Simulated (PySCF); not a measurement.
# Core-level binding energies of `FC[C@H]1CS1`

Species: C₃H₅FS.
Atom-mapped SMILES: `[F:1][CH2:2][C@H:3]1[CH2:4][S:5]1`

Computed with PySCF, delta-SCF UKS SCAN, pcX-2 on the ionised atom, pcseg-1 elsewhere, spin-free X2C. Vertical ΔSCF values, vacuum level as zero.

Q: Give the core binding energies atom by atom.

A: 
| atom(s) | bonded to | level | binding energy (eV) | above the level's lowest (eV) | count |
| --- | --- | --- | --- | --- | --- |
| F1 | C | F 1s | 692.56 | 0.00 | 1 |
| C2 | F, C and 2 H | C 1s | 293.41 | +1.57 | 1 |
| C3 | S, 2 C and H | C 1s | 291.94 | +0.10 | 1 |
| C4 | S, C and 2 H | C 1s | 291.84 | 0.00 | 1 |
| S5 | 2 C | S 1s | 2477.24 | 0.00 | 1 |

The listed C 1s values span 1.57 eV, from C4 (bonded to S, C and 2 H) to C2 (bonded to F, C and 2 H).

Q: What is the longest wavelength that can ionise S 1s of S5 vertically?

A: λ = hc/E = 12398.42 eV Å / 2477.24 eV = 5.005 Å.

Not every level is listed. One conformer (not necessarily the lowest) at the PBE0-D3(BJ)/def2-SVP geometry, without solvent, vibrations or thermal averaging.

Shape of the structure used: `[F:1][CH2:2][C@H:3]1[CH2:4][S:5]1`: F1–C2–C3–C4 83°.
